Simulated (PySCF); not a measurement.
Values are calculated unless marked as measured or tabulated.
PH2O4

PH2O4 is a small molecule, neutral, doublet. The structure, one conformer, was relaxed in the gas phase by PBE0-D3(BJ)/def2-SVP. No frequency run checks that it is a minimum.

SMILES: [O]P(=O)(O)O

```tsv
atom	x (Å)	y (Å)	z (Å)
P1	-0.214	-0.254	0.132
O2	-1.178	-0.861	-0.877
O3	-1.041	-0.210	1.410
O4	0.369	1.168	-0.345
O5	1.154	-1.039	0.336
H6	-0.325	1.774	-0.637
H7	1.906	-0.603	-0.086
```

EPR values by unrestricted B3LYP, IGLO-III on O P, pcH-1 on H.

Problem. Predict g and the largest hyperfine couplings. Where does the spin sit?

Solution. g = 2.0069, 2.0081, 2.0148. The spin sits on O3 (55 %, bonded to 1 P), O2 (52 %, bonded to 1 P) by Mulliken populations.
```
atom  isotope  isotropic (MHz)  dipolar, principal values (MHz)
  O3      17O            -24.1               -164.7, 80.6, 84.1
  O2      17O            -23.5               -158.3, 77.5, 80.8
  P1      31P           -141.9                   -9.7, 2.7, 7.0
  O5      17O              3.3                   -7.7, 3.3, 4.3
  O4      17O              2.3                   -7.3, 3.5, 3.9
  H7       1H             -2.3                  -2.7, -1.4, 4.1
```

Problem. How do the isotropic couplings move with BHandHLYP?

Solution. O3 -24.1 to -38.3 MHz, O2 -23.5 to -35.8 MHz, P1 -141.9 to -192.5 MHz, O5 3.3 to 3.8 MHz.

The 2 runs behind this took 60 s in all, one thread each of Arm Neoverse V2 on a shared host, launched as `OMP_NUM_THREADS=1 python cluster_run.py task.json out`.
